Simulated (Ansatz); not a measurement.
Geometry optimisation, UKS B3LYP-D4/6-31G* in Ansatz 0.2.0.

input.yaml

```yaml
crystal:
  periodic: [false, false, false]
  atoms:
    - { symbol: Al, position_ang: [-0.059741, 0.057998, -0.061556] }
    - { symbol: H, position_ang: [-0.159891, -0.216055, 1.480402] }
    - { symbol: H, position_ang: [1.283073, 0.39971, -0.820353] }
    - { symbol: "N", position_ang: [-1.588659, -0.009, -0.971362] }
    - { symbol: H, position_ang: [-2.491306, -0.193726, -0.548258] }
    - { symbol: H, position_ang: [-1.685262, 0.156574, -1.966075] }
    - { symbol: "N", position_ang: [0.414447, -0.291568, 3.667182] }
    - { symbol: H, position_ang: [-0.551993, -0.637007, 3.791336] }
    - { symbol: H, position_ang: [0.28423, 0.733074, 3.618683] }
magnetization:
  spin_polarized: true
  initial_magnetization: 1
basis:
  gaussian: { orbitals: "6-31G*" }
hamiltonian:
  xc: b3lyp
  dispersion: d4
relax:
  f_tol: 0.03
  max_steps: 50
```

Run as:

```bash
$ ansatz run input.yaml --threads 1 --pin off --max-ram 2048MiB --backend cpu --events-out ev --progress --plain --runs-dir out
```

Where does it end, and by what steps?

The forces met the threshold. After 27 steps the energy has fallen by 1.231 eV; H2 moved furthest, 1.83 Å. Joined: Al1–N7 (3.77 → 1.90 Å).

| step | energy less start (eV) | largest force component (eV/Å) | accepted |
| --- | --- | --- | --- |
| 0 | 0.0000 | 0.229 | yes |
| 1 | 0.0055 | 0.978 | no |
| 2 | -0.0074 | 0.202 | yes |
| 3 | -0.0116 | 0.147 | yes |
| 4 | -0.0148 | 0.166 | yes |
| 5 | -0.0161 | 0.154 | yes |
| 6 | -0.0189 | 0.141 | yes |
| 7 | -0.0202 | 0.177 | yes |
| 8 | -0.0227 | 0.118 | yes |
| 9 | -0.0265 | 0.421 | yes |
| 10 | 0.0194 | 1.610 | no |
| 11 | -0.0347 | 0.220 | yes |
| 12 | -0.0411 | 0.302 | yes |
| 13 | -0.0461 | 0.567 | yes |
| 14 | -0.0517 | 0.507 | yes |
| 15 | -0.0800 | 0.143 | yes |
| 16 | -0.1052 | 0.436 | yes |
| 17 | -0.1539 | 0.725 | yes |
| 18 | -0.2744 | 0.571 | yes |
| 19 | -0.4602 | 0.644 | yes |
| 20 | -0.7818 | 0.746 | yes |
| 21 | -1.0656 | 0.364 | yes |
| 22 | -1.1693 | 0.639 | yes |
| 23 | -1.2062 | 0.309 | yes |
| 24 | -1.2218 | 0.282 | yes |
| 25 | -1.2121 | 0.553 | no |
| 26 | -1.2308 | 0.090 | yes |
| 27 | -1.2311 | 0.014 | yes |

```xyz
9
Properties=species:S:1:pos:R:3
Al -0.100 0.341 0.590
H -0.750 1.505 1.675
H 1.313 0.730 -0.022
N -1.356 -0.367 -0.481
H -2.338 -0.470 -0.260
H -1.206 -0.538 -1.467
N 0.034 -0.424 2.329
H -0.778 -0.816 2.805
H 0.626 0.037 3.021
```

Whether the end is a true minimum wasn't checked by a vibrational analysis.

Run time: 91 s on 1 thread of Arm Neoverse V1, with other jobs on the host, peak memory 0.15 GiB.
